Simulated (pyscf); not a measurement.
•HC=CH₂ + CH₄ → H₂C=CH₂ + CH₃• (hydrogen abstraction; doublet surface; C–H broken, C–H formed). Optimised with ωB97X-D3(BJ)/def2-SVP in PySCF. Correlated levels are frozen-core, on RHF or UHF. ΔMP2 is the change of the MP2 total energy from the triple- to the quadruple-zeta basis. Energies in kcal/mol from the separated reactants.

```json
[
 {"level": "ωB97X-D3(BJ)/def2-TZVP", "barrier": "11.3", "reaction energy": "-5.2"},
 {"level": "r²SCAN/def2-TZVP", "barrier": "9.8", "reaction energy": "-4.6"},
 {"level": "PBE0-D3(BJ)/def2-TZVP", "barrier": "9.2", "reaction energy": "-4.8"},
 {"level": "M06-2X/def2-TZVP", "barrier": "12.9", "reaction energy": "-4.6"},
 {"level": "ωB97M-D3(BJ)/def2-TZVP", "barrier": "12.3", "reaction energy": "-5.4"},
 {"level": "MP2/def2-QZVPP", "barrier": "13.5", "reaction energy": "-12.1"},
 {"level": "CCSD(T)/def2-TZVPP + ΔMP2(QZVPP)", "barrier": "(withheld)", "reaction energy": "(withheld)"}
]
```

**Question.** Fill in the missing entries.

**Answer.** 
- CCSD(T)/def2-TZVPP + ΔMP2(QZVPP), barrier: 13.1
- CCSD(T)/def2-TZVPP + ΔMP2(QZVPP), reaction energy: -6.1

This is the saddle that the search found; another between the same sides may lie lower. The angle at the transferred H is 176°. The CCSD(T) − MP2 part came from Ansatz, without density fitting, on the same reference. A UHF reference is spin-contaminated (<S²> up to 0.96), which harms MP2 most.
